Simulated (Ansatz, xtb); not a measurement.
C2H8B−: which of two isomers lies lower

Structure I: `[BH3-]CC`, a singlet. Structure II: `C[BH2-]C`, a singlet. Both are isolated ions in the gas phase, relaxed with B3LYP-D3(BJ)/def2-SVPD.

Quicker runs give these differences E(II) − E(I): GFN2-xTB +2.9 kcal/mol; HF/STO-3G −7.9 kcal/mol (at GFN2-xTB geometries); r2SCAN-D4/def2-SVPD −6.0 kcal/mol (at GFN2-xTB geometries).

Task: Estimate which is lower in electronic energy at CCSD(T)/def2-SVPD + ΔMP2/def2-TZVPPD, and by roughly how much.

Result: The CCSD(T)/def2-SVPD + ΔMP2/def2-TZVPPD calculation puts structure II lower, by 6.7 kcal/mol.

How the difference moves with the method:

```tsv
level	geometry	E(II) − E(I) (kcal/mol)	departure from the last row (kcal/mol)	job, with rough time for the two
GFN2-xTB	GFN2-xTB	+2.9	+9.6	optimisation, 0.059 s
HF/STO-3G	GFN2-xTB	−7.9	−1.2	single point, 0.16 s
r2SCAN-D4/def2-SVPD	GFN2-xTB	−6.0	+0.7	single point, 3 s
B3LYP-D3(BJ)/def2-SVPD	B3LYP-D3(BJ)/def2-SVPD	−5.8	+0.9	optimisation, 15 s
HF/def2-SVPD	B3LYP-D3(BJ)/def2-SVPD	−5.6	+1.1	part of the CCSD(T) run
MP2/def2-SVPD	B3LYP-D3(BJ)/def2-SVPD	−6.8	0.0	part of the CCSD(T) run
CCSD(T)/def2-SVPD	B3LYP-D3(BJ)/def2-SVPD	−6.4	+0.4	single point
CCSD(T)/def2-SVPD + ΔMP2/def2-TZVPPD	B3LYP-D3(BJ)/def2-SVPD	−6.7		single point, 21 s
```

As drawn, II has 1 C–B, 1 C–H in place of 1 C–C, 1 B–H.

GFN2-xTB puts the two in the other order. The largest departure from CCSD(T)/def2-SVPD + ΔMP2/def2-TZVPPD is that of GFN2-xTB, 9.6 kcal/mol. The last row adds to CCSD(T) the change of the MP2 difference between the two basis sets, here −0.4 kcal/mol.

With harmonic frequencies from B3LYP-D3(BJ)/def2-SVPD (ideal gas, rigid rotor, one conformer each, 298.15 K, 1 atm): on the last row, ΔE + ΔZPE = −6.9, ΔH = −6.7, ΔG = −6.6 kcal/mol.

The correlated steps freeze 3 core orbitals. Codes used: Ansatz 0.2.0, xtb 6.7.1; the last row on 2 threads of Arm Neoverse V2 on a shared host.
